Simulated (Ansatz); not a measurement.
# Al₂H₂ (singlet): the correlation ladder, cc-pVDZ

An exercise on one series of results from a longer session: the logs are not shown, and one member is left open.

Program: Ansatz 0.2.0, Gaussian basis. Level of theory: cc-pVDZ, core rule «outside noble gas», up to 10 orbitals frozen. These are calculated values, not measurements.

The runs, in order: UHF; CCSD(T) on RHF; CCSD(T) on UHF; BCCD(T) on RHF; CISD; CCSDT(Q) on RHF; CCSDT(Q) on UHF; CCSDTQ on RHF; CCSDTQ on UHF.

14 further runs of the same task are left out: 7 for a known fault of the program, 1 that didn't finish, 6 set aside as unsound or not needed.

## What is computed

The geometry is a PBE0/def2-TZVP stationary point (not a proven minimum) of the parent state, kept for this charge and spin.

4 atoms, charge 0, spin multiplicity 1.

Atoms are counted from 1 here; the program's logs count them from 0.

Bond lengths: Al1–Al2 2.545 Å, Al1–H3 1.589 Å, Al1–H4 1.589 Å. Angles: Al2–Al1–H3 116.8°, Al2–Al1–H4 116.8°, H3–Al1–H4 126.5°.

The first run:

File in.yaml:

```yaml
crystal:
  periodic: [false, false, false]
  atoms:
    - {symbol: Al, position_ang: [0.000000, 0.000000, -1.200958]}
    - {symbol: Al, position_ang: [0.000000, 0.000000, 1.344142]}
    - {symbol: H, position_ang: [0.000000, 1.418400, -1.916458]}
    - {symbol: H, position_ang: [0.000000, -1.418400, -1.916458]}
basis:
  gaussian: {orbitals: cc-pVDZ}
magnetization: {spin_polarized: true, initial_magnetization: 0}
hamiltonian: {xc: hf}
output: {orbitals: {seedname: orbitals}}
```

Command:

```
ansatz run in.yaml --threads 1 --pin off --events-out ev --progress --plain --max-ram 2816MiB --backend cpu
```

Among the steps run: UHF; CCSD(T) on RHF; CCSD(T) on UHF; BCCD(T) on RHF; CISD; CCSDT(Q) on RHF; CCSDT(Q) on UHF; CCSDTQ on RHF; CCSDTQ on UHF.

One table of the session follows, with a row left open; its other results are not shown here.

It belongs to the step «Misses and costs». 

| method | from RCCSDTQ (meV) |
| --- | --- |
| RHF | +4141.8 |
| UHF | +3789.1 |
| RMP2 | +1183.5 |
| UMP2 | +1217.3 |
| CISD | +454.1 |
| RCCSD | +123.0 |
| UCCSD | +136.6 |
| RCCSD(T) | +33.9 |
| UCCSD(T) | +50.8 |
| BCCD(T) | +33.7 |
| RCCSDT | +7.1 |
| UCCSDT | +11.2 |
| RCCSDT(Q) | ? |
| UCCSDT(Q) | +3.8 |
| RCCSDTQ | 0 |
| UCCSDTQ | +0.7 |

Q: Estimate the row for RCCSDT(Q) from the others.

As computed: from RCCSDTQ (meV): +1.5. In the column «from RCCSDTQ (meV)» it lies between UCCSDTQ (+0.7) and UCCSDT(Q) (+3.8).

Limits of these values: The determinant is far from a pure spin state, so its energy mixes those of several spin states (harmless only where they are near-degenerate, as at dissociation). Restricted and unrestricted rows rest on different reference determinants; where their highest levels disagree by more than a few hundredths of an eV, they describe different states and don't form one ladder.
